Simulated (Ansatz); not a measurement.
These are frozen-core CCSD(T)/cc-pVTZ (Ansatz, a program for electronic structure) values and carry that method's errors.

Ansatz 0.2 input:
```yaml
crystal:
  periodic: [false, false, false]
  atoms:
    - { symbol: Cl, position_ang: [0.0, 0.0, 0.0] }
basis:
  gaussian: { orbitals: cc-pVTZ }
correlation:
  method: ccsd_t
magnetization:
  spin_polarized: true
  initial_magnetization: 1
```

Output:

```
Functional definition: HF
196 factors; integrals over basis functions are off by at most 1.5e-4 eV
mean field evaluation 1: about -12503.0172 eV, gradient 5.7e0 eV
mean field evaluation 2: about -12503.0196 eV, gradient 5.7e0 eV
mean field evaluation 4: about -12503.2315 eV, gradient 5.2e-1 eV
mean field evaluation 8: about -12503.2356 eV, gradient 4.2e-3 eV
mean field evaluation 16: about -12503.2330 eV, gradient 5.9e-1 eV
mean field evaluation 32: about -12503.2356 eV, gradient 2.6e-3 eV
mean field evaluation 64: about -12503.2356 eV, gradient 4.0e-3 eV
mean field -12503.23561632 eV, -459.4854339022 hartree, gradient 3.9e-6 eV, S^2 0.759299; 4 other end points of the search recorded, 0 dependent functions left out
5 core orbitals not correlated
reference -12503.23561632 eV, -459.4854339022 hartree; 4, 3 occupied and 25, 26 virtual orbitals, 196 factors
second order -4.29743940 eV of doubles, -0.00000000 eV of singles
cycle   1  -4.78249330 eV  change   -4.9e-1 eV  update   3.8e-2
cycle   2  -4.91513560 eV  change   -1.3e-1 eV  update   1.2e-2
cycle   3  -4.92155891 eV  change   -6.4e-3 eV  update   2.6e-3
cycle   4  -4.92111160 eV  change    4.5e-4 eV  update   3.9e-4
cycle   5  -4.92107844 eV  change    3.3e-5 eV  update   9.5e-5
cycle   6  -4.92110391 eV  change   -2.5e-5 eV  update   2.7e-5
cycle   7  -4.92110386 eV  change    5.2e-8 eV  update   7.2e-6
perturbative correction -0.15039659 eV, -0.0055269728 hartree
Total energy: -12508.30711677 eV, -459.6718081062 hartree
```

Cost: about 0.9 core-seconds (a rough figure).
